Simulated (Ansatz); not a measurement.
Ideal-gas functions of `[AlH3]` at 800 K and 1 bar, from an Ansatz frequency run at PBE0-D4/def2-TZVP.

Molar mass 30.01 g/mol, point group D3h (symmetry number 6), electronic degeneracy 1, moments of inertia 3.802, 3.803, 7.605 u Å². Harmonic wavenumbers (cm⁻¹, unscaled): 704, 789, 789, 1926, 1935, 1935.

Use S(trans) = R[1.5 ln M + 2.5 ln T − 1.1517]; rotational temperatures θ = 24.2544 K / I; S(rot) = R[ln(√π/σ · √(T³/θAθBθC)) + 1.5]; for each mode x = 1.438777 ν̃/T, S = R[x/(eˣ − 1) − ln(1 − e⁻ˣ)] and H = RT x/(eˣ − 1); 1 cm⁻¹ = 0.0119627 kJ/mol; R = 8.31446 J/(mol·K).

Task: By hand: the entropy, in J/(mol·K).

Result: Translation 171.8. Rotation: θ = 6.3794, 6.3777, 3.1893 K, giving 65.5. Vibration, mode by mode: 6.89, 6.07, 6.07, 1.20, 1.18, 1.18, in all 22.6. Electronic 0.0. Sum 259.9 J/(mol·K).

Task: By hand: H − E and G − E in kJ/mol, counted from the electronic energy.

Result: Zero-point energy ½ × 8078 × 0.0119627 = 48.3; thermal vibration 11.5; translation, rotation and pV give 4 RT = 26.6. H − E = 86.4 kJ/mol, and G − E = 86.4 − 800 × 259.9/1000 = -121.5 kJ/mol.

Vibration gives 9 % of the entropy.
